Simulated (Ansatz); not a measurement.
A run of Ansatz (development build ahead of 0.2.0) on triplet NH at this shape:

```xyz
2

N     0.0000    0.0000   -0.1204
H     0.0000    0.0000    0.8427
```

Its results:

* Converged: yes
* Reference energy: -54.96239 hartree
* Correlation energy: -0.10208 hartree
* Total energy: -55.06447 hartree
* Spin squared of the determinant: 2.012

Which input gives this output? Name the method, the orbitals and the basis set, and write the input.

UHF-MP2 in cc-pVDZ.

```yaml
crystal:
  periodic: [false, false, false]
  atoms:
    - { symbol: "N", position_ang: [0.0, 0.0, -0.12038] }
    - { symbol: H, position_ang: [0.0, 0.0, 0.84266] }
basis:
  gaussian: { orbitals: cc-pVDZ }
magnetization:
  spin_polarized: true
  initial_magnetization: 2
hamiltonian:
  xc: hf
correlation:
  method: mp2
  frozen_orbitals: { H: 0, "N": 1 }
```
